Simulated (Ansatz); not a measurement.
## Ti$_{3}$O$_{4}$: computed properties

Theory: DFT r2SCAN, scalar-relativistic, plane waves, PAW in Ansatz.

Cutoff 500 eV; k points 12×12×12 on the computed 7-atom cell (Γ-centred); Gaussian smearing, width 0.10 eV; no spin polarisation.

The structure is relaxed at this level of theory with its symmetry kept. Whether it is the stable form of this composition wasn't checked.

```
CELL_PARAMETERS angstrom
-2.06218 2.06218 4.07907
2.06218 -2.06218 4.07907
2.06218 2.06218 -4.07907
ATOMIC_POSITIONS crystal
Ti 0.25000 0.75000 0.50000
Ti 0.50000 0.50000 0.00000
Ti 0.75000 0.25000 0.50000
O 0.00000 0.50000 0.50000
O 0.24440 0.24440 0.00000
O 0.50000 0.00000 0.50000
O 0.75560 0.75560 0.00000
```

- Space group: I4/mmm (No. 139)
- Volume per atom: 9.91 Å³
- Formation energy from the elements' standard states (uncorrected): -3.029 eV/atom
- Generalised Kohn–Sham band gap: none (metal)
- Density of states at the Fermi level: 2.11 states/eV per cell
- Löwdin character within 0.5 eV of the Fermi level: Ti 3d 88 %, O 2p 11 %
- Bulk modulus: 231 GPa
- Its pressure derivative: 4.3
- Bader charges (e): Ti (2 in the cell) 1.86, Ti (1 in the cell) 1.83, O (2 in the cell) -1.35, O (2 in the cell) -1.43

Spin polarisation was left out, and a magnetic state may lie lower.

A ferromagnetic start lost its moments in a first run, so spin was left out; other magnetic orders weren't tried.